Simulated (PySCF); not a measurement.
Molecule: Phosphorus tetramer (P12P3P1P32, P$_{4}$).

Cartesian coordinates in Å; atom numbers follow the order of the lines, from 1:
```xyz
4

P     1.247   -0.239   -0.545
P    -0.422    1.190   -0.409
P    -0.825   -0.974   -0.448
P     0.104   -0.058    1.326
```

Geometry PBE0-D3(BJ)/def2-SVP throughout; GIAO in PySCF 2.14, gas phase, one conformer, non-relativistic; equivalent atoms averaged; basis pcSseg-2.

Task: How do the shifts δ (against H3PO4 at the same level) depend on the functional? (ppm; last column core-seconds on shared hosts with different chips, so compare them loosely; the GGAs took longer than the global hybrids here, which isn't the general rule, and the cause wasn't traced)

Result: 
| functional | kind | P1/P2/P3/P4 | core-s |
| --- | --- | --- | --- |
| HF | Hartree–Fock | -584.0 | 5.4 |
| LDA | LDA | -582.5 | 9.1 |
| PBE | GGA | -563.0 | 10 |
| BLYP | GGA | -557.8 | 11 |
| BP86 | GGA | -558.7 | 11 |
| OPBE | GGA | -544.2 | 11 |
| KT2 | GGA | -542.1 | 11 |
| KT3 | GGA | -530.3 | 11 |
| B97-D | GGA | -550.2 | 11 |
| B3LYP | global hybrid | -566.6 | 8.1 |
| PBE0 | global hybrid | -572.3 | 8.1 |
| mPW1PW91 | global hybrid | -569.5 | 8.2 |
| WP04 | global hybrid | -516.8 | 8.1 |
| B97-2 | global hybrid | -563.0 | 8.7 |
| BHandHLYP | global hybrid | -576.6 | 8.7 |
| CAM-B3LYP | range-separated hybrid | -583.8 | 12 |
| wB97X-D | range-separated hybrid | -576.1 | 12 |
| LC-wPBE | range-separated hybrid | -595.8 | 17 |

Task: What range do the values span?

Result: P1/P2/P3/P4 (ring phosphorus): from -595.8 ppm with LC-wPBE to -516.8 ppm with WP04.
